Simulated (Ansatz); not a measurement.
Saddle point of SiH₄O, closed shell (SiH₂ + H₂O → SiH₄O ([OH][SiH3]); bonds formed: Si1–H2; dative contacts that become bonds: Si1–O3; bonds broken: H2–O3), PBE0-D4/def2-TZVP structure:

Si1  (-0.506, 0.445, -0.472)
H2  (1.082, 0.153, -0.692)
O3  (0.986, -0.192, 0.512)
H4  (-1.463, -0.706, -0.389)
H5  (-1.104, 1.456, 0.455)
H6  (1.005, -1.155, 0.586)
(Å)

Energies are electronic, without zero-point energy. Barriers and step energies count from the start structure reached by relaxing down the imaginary mode; all methods use the PBE0-D4 structures, on which another method's saddle can fall below an end. Computed with Ansatz 0.2.0 (basis: def2-TZVPP, with def2-QZVPP for the basis limit); correlated methods freeze the cores. B3LYP uses VWN-RPA correlation. Extrapolation: Hartree–Fock as exp(−7.88 √X), correlation as X^−2.97.

```
      method  barrier (eV)  step energy (eV)
       SPW92             ?            -2.353
      PBE-D4         0.700            -2.367
     BLYP-D4         0.781            -2.424
   r2SCAN-D4         0.749            -2.622
      B97M-V         0.956            -2.469
     PBE0-D4             ?            -2.486
    B3LYP-D4             ?            -2.524
  r2SCAN0-D4         0.935            -2.651
    BHLYP-D4         1.180            -2.659
CAM-B3LYP-D4         0.997            -2.597
     wB97X-V         1.009            -2.611
     wB97M-V         1.060            -2.455
      B2PLYP         0.953            -2.603
    PBE-QIDH         1.009            -2.639
  RPA on PBE         1.002            -2.470
          HF         1.593            -2.793
         MP2         0.951            -2.688
        CCSD         1.160            -2.564
     CCSD(T)         1.043            -2.539
```

Question: Fill in the withheld barriers. (To be estimated.)

Answer: By the calculation: B3LYP-D4 0.939; PBE0-D4 0.910; SPW92 0.591 eV. Each is the energy of the saddle less that of the start structure, by the same method.

For comparison, the barrier by CCSD(T) at an estimated basis limit (MP2 extrapolated from triple and quadruple zeta, plus CCSD(T) − MP2 in triple zeta) is 1.006 eV.

No T1 diagnostic of these runs exceeds 0.016. The restricted Hartree–Fock reference is unstable towards an unrestricted one at one or more of these structures.

Losses and insertions of silylenes and their heavier kin drive the gas-phase chemistry of silicon and germanium vapour deposition.

Labels in which every atom is bracketed show which atoms are joined, not bond orders.

For scale, one of the runs: CCSD(T)/def2-TZVPP, 129 basis functions, launched by `ansatz run in.yaml --threads 2 --pin off --events-out ev --progress --plain --max-ram 4352MiB`. Hardware: 2 CPU threads of an Arm Neoverse V1, shared host. Wall time about 6.5 s.
